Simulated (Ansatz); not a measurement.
## H$_{2}$S, singlet: the ladder up to full CI

Geometry: a point of a breathe scan, not a stationary point.

```xyz
3

S     0.0000   -0.1115    0.0000
H     0.0000    1.7737   -1.9625
H     0.0000    1.7737    1.9625
```

Basis cc-pVDZ; Ansatz 0.2.0. Correlated methods freeze the noble-gas cores, which leaves 8 electrons in 23 orbitals. Prefix R: restricted or restricted open-shell reference; prefix U: unrestricted. Active spaces: pair = (2e, 2o) about the gap; valence = (8e, 6o) chosen from the atoms' valence shells.

Full CI is exact within this basis and frozen core; it isn't the basis-set limit. The frozen core follows each run's orbitals, which can shift R against U totals by a few meV.

Unrestricted rows (U) aren't spin-pure: their determinants' ⟨S²⟩ exceeds S(S+1) by up to 1.90, so they mix in states of higher spin.

RHF is unstable: UHF (⟨S²⟩ = 1.90) lies 5.30 eV below the lowest RHF solution. Higher spins weren't run at this geometry and may lie near or lower.

```
UHF ⟨S²⟩                          : 1.896
T1 diagnostic (RCCSD)             : 0.0372
largest doubles amplitude (RCCSD) : 0.374
```

| level | E − E(full CI) (meV) | share of correlation (%) | wall time |
| --- | --- | --- | --- |
| RHF | 8528 | 0.00 | – |
| UHF | 3224 | 62.19 | – |
| RMP2 | 2633 | 69.13 | – |
| UMP2 | 877 | 89.72 | – |
| CISD | 2073 | 75.70 | 0.72 s |
| RCCSD* | 607 | 92.89 | – |
| UCCSD* | 294 | 96.56 | – |
| RCCSD(T)* | -140 | 101.65 | 1.2 s |
| UCCSD(T)* | 229 | 97.32 | 2.9 s |
| BCCD(T)* | -172 | 102.02 | 1.2 s |
| RCCSDT* | -179 | 102.10 | – |
| UCCSDT | 85 | 99.00 | – |
| RCCSDT(Q)* | -5 | 100.06 | 2 s |
| UCCSDT(Q) | 67 | 99.22 | 8 s |
| RCCSDTQ* | -17 | 100.20 | 21 s |
| CASSCF (valence space) | 3005 | 64.76 | – |
| NEVPT2 (valence space) | 705 | 91.74 | 0.45 s |
| NEVPT4(SD) (valence space) | 43 | 99.49 | 0.75 s |
| MRCISD (valence space) | 128 | 98.50 | – |
| MRCISD+Q (valence space) | -27 | 100.31 | 0.78 s |

An asterisk marks runs whose energy the program itself flagged as in doubt.

The correlation energy at full CI, counted from RHF, is -8.528 eV. That run took 2 min on 1 thread of Arm Neoverse V1, shared host over 19,604,169 determinants.

Run but not shown, since their state, orbitals or frozen core can't be matched to the reference's or they repeat it: CASSCF (pair space), NEVPT2 (pair space), MRCISD (pair space), MRCISD+Q (pair space).

Times hold each run's SCF and search for its determinant on a shared host, so for small cases they say little of a method's own cost; they ran on 1 thread of Arm Neoverse V1.

Not variational, and here over 5 meV under the exact energy: RCCSD(T), BCCD(T), RCCSDT, RCCSDTQ, MRCISD+Q (valence space).

The full-CI state has the irrep A1 of C2v, in the program's axes.

Natural occupations of full CI about the gap: 1.962 1.958 1.438 1.429 0.565 0.557 0.014 0.014 0.014 0.011; effectively unpaired electrons, Σ n²(2−n)², 2.64. No single determinant describes this state well, so single-reference rows can miss without a flag.
